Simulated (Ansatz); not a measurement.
We consider rock-salt LiCl, described by G0W0@PBE (hard PAW, contour deformation; Ansatz, a first-principles code).

The cell has the measured lattice parameters. Conventional cell: a = 5.1399 Å, b = 5.1399 Å, c = 5.1399 Å, α = 90.00°, β = 90.00°, γ = 90.00°.

The quasiparticle gap at Γ at a fixed k mesh 2×2×2:

```tsv
response cutoff	value (eV)
200 eV, 401 empty bands	8.525
250 eV, 560 empty bands	8.555
300 eV, 736 empty bands	8.576
400 eV, 1133 empty bands	8.599
```

### Question
Taking the value to converge with the response cutoff E as E^(−3/2), extrapolate from the last two rows.

### Answer
With y = y∞ + c/w and weights w = 5196 and 8000 for the last two rows, y∞ = (w2 y2 − w1 y1)/(w2 − w1) = (8000 × 8.599 − 5196 × 8.576)/2804 = 8.642 eV, which lies 0.043 beyond the last row. Successive pairs of rows give 8.630, 8.643, 8.642. The limit also hangs on the law assumed, so its last digits aren't firm.

The other settings are not extrapolated, so this is the limit in one setting alone.
